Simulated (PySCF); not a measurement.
## BCl⁺ at r²SCAN

Level: r²SCAN. basis B def2-TZVPPD, Cl def2-TZVPPD; no relativity; PySCF 2.14.

```
state                                                                                                              : ²Σ⁺ (doublet), unpaired electrons σ ↑
bond length                                                                                                        : 1.600 Å
harmonic wavenumber                                                                                                : 1145 cm⁻¹
force constant                                                                                                     : 6.47 mdyn/Å
rotational constant Be                                                                                             : 0.7862 cm⁻¹
anharmonicity ωexe                                                                                                 : 6.14 cm⁻¹
vibration–rotation constant αe                                                                                     : 0.00600 cm⁻¹
well depth De to B⁺ + Cl                                                                                           : 4.58 eV
dissociation energy D0                                                                                             : 4.51 eV
bond order (Mayer)                                                                                                 : 1.82
dipole moment (positive dipole points towards Cl; it is taken about the centre of mass and depends on that origin) : -2.68 D
```

For an ion De counts to the pair picked by the measured ionisation energies or electron affinities, which need not be the lowest pair at this level. The state is the lowest determinant that a PBE0 search found; another state may lie lower at other levels.
